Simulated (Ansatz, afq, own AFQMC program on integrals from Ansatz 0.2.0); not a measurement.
## LiPH$_{2}$, triplet in cc-pVDZ, levels against CCSDT(Q)

```xyz
4

P     0.0000    0.0228    0.4762
Li    0.0000   -0.0056   -2.5902
H     0.0000    0.6780    2.3277
H     0.0000   -1.3405    0.8740
```

Connectivity, by distances: PH ··· Li ··· H.

Basis cc-pVDZ. Only valence electrons are correlated. Ansatz 0.2.0 and our own AFQMC program on the same integrals; the CISD trial comes from CCSD amplitudes, and released means the phaseless constraint is let go. ± is one standard error of the sampling.

Determinant: UHF, the one that the program's search chose, which needn't be the lowest solution. The geometry is a point of a scan.

No full CI on the walks' own integrals is used here; CCSDT(Q) serves as the reference and is uncertain by about the last step of the cluster series.

Cautions: lower spins were not checked; higher spins were not checked; raised T1 diagnostic (T1 0.047, weight of the determinant 0.86, largest double 0.08); unrestricted determinant spin contaminated (⟨S²⟩ 2.12 against 2.00).

```
T1 diagnostic                               : 0.0468
weight of the determinant in the CISD state : 0.858
⟨S²⟩ of the determinant                     : 2.123
size of the correlated space                : 8 electrons in 36 orbitals
```

Reference: CCSDT(Q), correlation energy -4.163 eV. The released energy is read at 2.40 1/Eh (meV from the phaseless value at times in 1/Eh: -16 ± 11 at 0.24, -13 ± 10 at 0.51, -6 ± 9 at 0.99, -12 ± 10 at 1.62, -6 ± 12 at 2.40).

| level | E − E(reference) (meV) | share of correlation (%) |
| --- | --- | --- |
| HF | 4163.0 | 0.00 |
| MP2 | 1134.6 | 72.75 |
| CCSD | 172.4 | 95.86 |
| CCSD(T) | 41.1 | 99.01 |
| CCSDT | 6.7 | 99.84 |
| ph-AFQMC/CISD | 25.6 ± 8.5 | 99.39 |
| released AFQMC | 19.9 ± 11.9 | 99.52 |

A walk keeps the symmetry of its determinant, which the program's search chose and which needn't be the lowest solution, so a lower state of the same spin and another symmetry isn't excluded. Released energies are given only where the last usable release times agree within the noise; a slower fall can still hide under it.
